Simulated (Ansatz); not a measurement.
A nudged elastic band was laid between two geometries of C₄H₅N (10 atoms, charge 0, multiplicity 1).

The calculation used Ansatz, RKS LDA/6-31G.

```yaml
movable_images: 7
climbing_image: yes
spring: 5.0 eV/Å²
optimiser: quadratic models (default)
start_path: IDPP
force_threshold: 0.03 eV/Å
iteration_limit: 60
end_points: relaxed
```

Image 0:

```xyz
10
Properties=species:S:1:pos:R:3
C -1.844 1.391 0.853
C -0.967 0.613 0.279
C -0.097 -0.181 -0.322
N 1.189 -0.399 0.179
C 1.977 -1.186 -0.465
H -1.915 2.462 0.616
H -2.547 1.018 1.611
H -0.389 -0.699 -1.260
H 1.685 -1.705 -1.406
H 2.990 -1.365 -0.081
```

Image 8:

```xyz
10
Properties=species:S:1:pos:R:3
C -1.659 1.002 0.525
C -0.852 0.365 -0.286
C 0.028 -0.169 -1.118
N 1.369 -0.438 -0.802
C 1.714 -0.877 0.354
H -1.689 2.101 0.579
H -2.357 0.472 1.188
H -0.237 -0.370 -2.165
H 0.983 -1.135 1.149
H 2.782 -1.003 0.580
```

What changes between the two ends?

No bond is made or broken. The dihedral H8–C3–N4–C5 goes from 0 to -146°.

Give the energies along the band, and the barrier.

The forces met the threshold. The highest image is number 4 of 0 to 8, 22.8 kJ/mol above the first end and 18.2 kJ/mol above the last; the last end lies 4.5 kJ/mol above the first. A vibrational analysis at the climbing image gives one clearly imaginary mode, 188i cm⁻¹: a first-order saddle point. Limits of this set-up: no polarisation functions.

```
image  path coordinate (Å)  energy (kJ/mol)  dihedral H8–C3–N4–C5 (°)
    0                 0.00              0.0                         0
    1                 0.51              2.7                       -14
    2                 1.02              9.9                       -31
    3                 1.53             18.6                       -52
    4                 2.04             22.8                       -77
    5                 2.50             19.2                      -100
    6                 2.96             12.0                      -120
    7                 3.42              6.4                      -135
    8                 3.88              4.5                      -146
```

What is the geometry of the highest image?


```xyz
10
Properties=species:S:1:pos:R:3
C -1.848 1.118 0.838
C -0.892 0.660 0.069
C 0.058 0.201 -0.719
N 1.396 -0.036 -0.337
C 1.866 -1.215 -0.191
H -2.005 2.196 0.995
H -2.543 0.454 1.374
H -0.145 0.047 -1.791
H 1.266 -2.142 -0.301
H 2.930 -1.334 0.066
```

What are the harmonic wavenumbers there?

188i, 194, 265, 331, 527, 642, 735, 846, 903, 963, 1010, 1054, 1147, 1178, 1334, 1451, 1492, 1712, 2068, 2950, 3048, 3060, 3101, 3120 cm⁻¹.

Time of the run: 3 min on 1 thread of Arm Neoverse V1, on a shared host, peak memory 0.11 GiB.
